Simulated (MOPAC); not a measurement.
MOPAC input (PM7):

```
PM7 1SCF CHARGE=-1 GEO-OK AUX(PRECISION=9) THREADS=1
C4H5

C     0.67688169 1    1.87909051 1    0.00456160 1
C     0.64867590 1    0.51480462 1   -0.00128429 1
C    -0.52064484 1   -0.34362682 1    0.00133677 1
C    -0.56703703 1   -1.69230207 1   -0.00434098 1
H    -0.38805236 1    2.22647996 1    0.01191488 1
H     1.59405509 1   -0.04915997 1   -0.00893608 1
H    -1.46966202 1    0.19639132 1    0.00890315 1
H     0.34230041 1   -2.28632637 1   -0.01192782 1
H    -1.50589545 1   -2.23518239 1   -0.00159280 1
```

Output:

```
 *******************************************************************************
 **                                                                           **
 **                              MOPAC v23.2.5                                **
 **                                                                           **
 *******************************************************************************
 ** MOPAC's Digital Object Identifier: https://doi.org/10.5281/zenodo.6511958 **
 **                                                                           **
 ** Please cite the open-source release paper for use of this MOPAC version:  **
 ** J. E. Moussa and J. J. P. Stewart (2026)                                  **
 ** MOPAC: An open-source semiempirical molecular orbital program             **
 ** J. Open Source Softw., 11(119), 8025, https://doi.org/10.21105/joss.08025 **
 *******************************************************************************

                              PM7 CALCULATION RESULTS

 *******************************************************************************
 *  PM7        - The PM7 Hamiltonian to be used
 *  GEO-OK     - OVERRIDE INTERATOMIC DISTANCE AND OTHER SAFETY CHECKS
 *
 *
 *
 *                 CHARGE ON SYSTEM = -1
 *
 *
 *
 *  1SCF       - DO 1 SCF AND THEN STOP
 *  AUX        - OUTPUT AUXILIARY INFORMATION
 *******************************************************************************
PM7 1SCF CHARGE=-1 GEO-OK AUX(PRECISION=9) THREADS=1
 C4H5

   ATOM   CHEMICAL          X               Y               Z
  NUMBER   SYMBOL      (ANGSTROMS)     (ANGSTROMS)     (ANGSTROMS)

     1       C          0.67688169  *   1.87909051  *   0.00456160  *
     2       C          0.64867590  *   0.51480462  *  -0.00128429  *
     3       C         -0.52064484  *  -0.34362682  *   0.00133677  *
     4       C         -0.56703703  *  -1.69230207  *  -0.00434098  *
     5       H         -0.38805236  *   2.22647996  *   0.01191488  *
     6       H          1.59405509  *  -0.04915997  *  -0.00893608  *
     7       H         -1.46966202  *   0.19639132  *   0.00890315  *
     8       H          0.34230041  *  -2.28632637  *  -0.01192782  *
     9       H         -1.50589545  *  -2.23518239  *  -0.00159280  *

          CARTESIAN COORDINATES

    NO.       ATOM           X           Y           Z

     1         C          0.6769      1.8791      0.0046
     2         C          0.6487      0.5148     -0.0013
     3         C         -0.5206     -0.3436      0.0013
     4         C         -0.5670     -1.6923     -0.0043
     5         H         -0.3881      2.2265      0.0119
     6         H          1.5941     -0.0492     -0.0089
     7         H         -1.4697      0.1964      0.0089
     8         H          0.3423     -2.2863     -0.0119
     9         H         -1.5059     -2.2352     -0.0016

 General Reference for PM7:
 "Optimization of Parameters for Semiempirical Methods VI: More Modifications to the
 NDDO Approximations and Re-optimization of Parameters", J. J. P. Stewart, J. Mol. Mod., 1:32, 19 (2013)
 https://link.springer.com/article/10.1007/s00894-012-1667-x

           Empirical Formula: C4 H5  =     9 atoms

      MOLECULAR POINT GROUP   :   Cs

      RHF CALCULATION, NO. OF DOUBLY OCCUPIED LEVELS = 11

 -------------------------------------------------------------------------------
 PM7 1SCF CHARGE=-1 GEO-OK AUX(PRECISION=9) THREADS=1
 C4H5

     1SCF WAS SPECIFIED, SO BFGS WAS NOT USED
     SCF FIELD WAS ACHIEVED

                              PM7 CALCULATION
                                                       MOPAC v23.2.5 Linux

          FINAL HEAT OF FORMATION =         68.70759 KCAL/MOL =     287.47255 KJ/MOL

          COSMO AREA              =        106.82 SQUARE ANGSTROMS
          COSMO VOLUME            =         90.43 CUBIC ANGSTROMS

          IONIZATION POTENTIAL    =          2.462718 EV
          HOMO LUMO ENERGIES (EV) =         -2.463  5.951
          NO. OF FILLED LEVELS    =         11
          MOLECULAR WEIGHT        =         53.0835         POINT GROUP:  Cs

          MOLECULAR DIMENSIONS (Angstroms)

            Atom       Atom       Distance
            H     9    C     1     4.65745
            H     7    H     6     2.82156
            H     6    H     5     0.00000

          SCF CALCULATIONS        =          1

   ATOM   CHEMICAL          X               Y               Z
  NUMBER   SYMBOL      (ANGSTROMS)     (ANGSTROMS)     (ANGSTROMS)

     1       C          0.67688169  *   1.87909051  *   0.00456160  *
     2       C          0.64867590  *   0.51480462  *  -0.00128429  *
     3       C         -0.52064484  *  -0.34362682  *   0.00133677  *
     4       C         -0.56703703  *  -1.69230207  *  -0.00434098  *
     5       H         -0.38805236  *   2.22647996  *   0.01191488  *
     6       H          1.59405509  *  -0.04915997  *  -0.00893608  *
     7       H         -1.46966202  *   0.19639132  *   0.00890315  *
     8       H          0.34230041  *  -2.28632637  *  -0.01192782  *
     9       H         -1.50589545  *  -2.23518239  *  -0.00159280  *

                             CARTESIAN COORDINATES

   1    C        0.676881690     1.879090510     0.004561600
   2    C        0.648675900     0.514804620    -0.001284290
   3    C       -0.520644840    -0.343626820     0.001336770
   4    C       -0.567037030    -1.692302070    -0.004340980
   5    H       -0.388052360     2.226479960     0.011914880
   6    H        1.594055090    -0.049159970    -0.008936080
   7    H       -1.469662020     0.196391320     0.008903150
   8    H        0.342300410    -2.286326370    -0.011927820
   9    H       -1.505895450    -2.235182390    -0.001592800

           Empirical Formula: C4 H5  =     9 atoms

      MOLECULAR POINT GROUP   :   Cs

                  EIGENVALUES
 -22.15788 -18.49486 -14.24530 -12.97641  -9.79039  -9.23975  -7.15915  -6.32578
  -5.89236  -3.13577  -2.46272   5.95060   8.40234  10.15770  10.65648  11.08980
  11.23226  11.69579  12.05930  12.80283  13.49760

              NET ATOMIC CHARGES AND DIPOLE CONTRIBUTIONS

  ATOM NO.   TYPE          CHARGE      No. of ELECS.   s-Pop       p-Pop
    1          C          -0.334923        4.3349     1.45609     2.87883
    2          C          -0.517548        4.5175     1.07025     3.44730
    3          C           0.028713        3.9713     1.10289     2.86840
    4          C          -0.586357        4.5864     1.07225     3.51411
    5          H          -0.023246        1.0232     1.02325
    6          H           0.109332        0.8907     0.89067
    7          H           0.084525        0.9155     0.91548
    8          H           0.128301        0.8717     0.87170
    9          H           0.111205        0.8888     0.88880
 DIPOLE           X         Y         Z       TOTAL
 POINT-CHG.    -1.358    -2.188    -0.002     2.575
 HYBRID        -1.729    -1.542     0.003     2.317
 SUM           -3.087    -3.730     0.000     4.841

          ATOMIC ORBITAL ELECTRON POPULATIONS

     Atom    s        px        py        pz
    1  C   1.45609   1.27395   1.11359   0.49129
    2  C   1.07025   1.02290   1.06663   1.35777
    3  C   1.10289   1.05916   0.99212   0.81712
    4  C   1.07225   1.11983   1.06045   1.33382
    5  H   1.02325
    6  H   0.89067
    7  H   0.91548
    8  H   0.87170
    9  H   0.88880

 **********************
 *                    *
 * JOB ENDED NORMALLY *
 *                    *
 **********************

 == MOPAC DONE ==
```

The dipole moment of an ion depends on the origin.
